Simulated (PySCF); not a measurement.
Excitations are Tamm–Dancoff values on a coarser integration grid. The basis has no diffuse functions, so Rydberg states are missing or too high.

Cartesian coordinates (Å):
SMILES: C[SiH3]
```xyz
8

C     -0.9833    -0.0775     0.0115
Si     0.8818     0.0695    -0.0103
H     -1.3990     0.0852    -0.9854
H     -1.4247     0.6600     0.6855
H     -1.2924    -1.0696     0.3480
H      1.4777    -0.9363    -0.9290
H      1.4426    -0.1527     1.3487
H      1.2973     1.4214    -0.4690
```
Charge 0, spin multiplicity 1.

What total energy, S1–T1 gap (TDA), dipole moment, brightest of the four lowest singlets (TDA), HOMO, T1 excitation (TDA), adiabatic ionisation energy (no zero-point term) and HOMO–LUMO gap does PySCF 2.14.0 with r2SCAN-D4/def2-TZVP give?


The total energy comes out as -331.1723 Ha and the S1–T1 gap (TDA) is 0.82 eV. The dipole moment is 0.86 D and the brightest of the four lowest singlets (TDA) is 8.98 eV. The HOMO comes out as -8.21 eV, the T1 excitation (TDA) is 8.03 eV and the adiabatic ionisation energy (no zero-point term) is 10.39 eV. The HOMO–LUMO gap is 8.71 eV.
